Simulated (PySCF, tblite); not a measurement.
# C₄H₈S₂− (doublet): geometry, infrared bands and EPR parameters

Aim: predict the infrared bands and EPR parameters of C₄H₈S₂− (doublet) (`CCS[C](C)[S-]`).

The runs use tblite 0.8.0 and PySCF 2.14.0, with density-fitted response routines of our own; the level of theory stands in each step. All values are computed, except where a source is named. Atoms count from 0, in the outputs and in this text.

**1. Starting geometry**

14 atoms, charge -1, multiplicity 2; geometry from: force field or distance geometry start.

Bonds of the start (Å): C0–C1 1.53, C1–S2 1.83, S2–C3 1.78, C3–C4 1.51, C3–S5 1.78, C0–H6 1.12, C0–H7 1.11, C0–H8 1.12, C1–H9 1.13, C1–H10 1.11, C4–H11 1.12, C4–H12 1.12, C4–H13 1.12.

**2. Optimising the geometry with GFN2-xTB**

The job: settings as JSON, then the geometry in Å.

```
{"job": {"kind": "relax", "xc": "GFN2-xTB", "basis": "xTB"}, "charge": -1, "multiplicity": 2}
C     -1.939800     0.449300     0.845600
C     -1.746800    -0.272800    -0.486000
S     -0.069000     0.021100    -1.152700
C      1.227300    -0.213900     0.043600
C      2.603300    -0.375300    -0.566700
S      1.362000     1.130100     1.209900
H     -2.773300    -0.008200     1.438900
H     -2.091900     1.540200     0.686600
H     -1.010500     0.251400     1.434600
H     -1.807100    -1.364200    -0.204500
H     -2.540600     0.000200    -1.212300
H      2.776500     0.531300    -1.193000
H      3.309300    -0.380500     0.302300
H      2.700000    -1.309100    -1.168500
```

Run with:

```console
$ OMP_NUM_THREADS=1 python probes_run.py task.json out
```

The driver reads the jobs from task.json and runs them one after another.

**Question.** This job is followed by: GFN2-xTB harmonic vibrations, gas phase; UKS B3LYP, pcH-1 on C H S, non-relativistic, mean-field spin-orbit, GIAO. What will the session give for the following? strongest single infrared mode (GFN2-xTB); zero-point energy (GFN2-xTB); g(iso) (B3LYP); ⟨S²⟩; largest a(iso) (averaged by class).

The runs gave:

| quantity | value |
| --- | --- |
| strongest single infrared mode (GFN2-xTB) | 2958 cm⁻¹, 96 km/mol |
| zero-point energy (GFN2-xTB) | 67.3 kcal/mol |
| g(iso) (B3LYP) | 2.00849 |
| ⟨S²⟩ | 0.754 (exact 0.75) |
| largest a(iso) (averaged by class) | 13C on C1, 94.2 MHz |

In words: Over 73 steps the energy fell by 0.786 eV; of the close pairs, C3–S5 changed most, 1.785 to 1.692 Å. No mode is imaginary among the 36: a minimum at this level. The strongest single mode, at 2958 cm⁻¹, moves mainly H9 and H6. GFN2-xTB is a fitted tight-binding method: band positions and strengths are rough. Its intensities can rank the bands wrongly. C3 carries the largest spin population, 0.55 e. The isotropic g lies 6.2 ppt above the free-electron value. These values are for one conformer; the search (at its own cheap level) found 2 more, at 0.12, 1.15 kcal/mol, and measured spectra average over such forms.
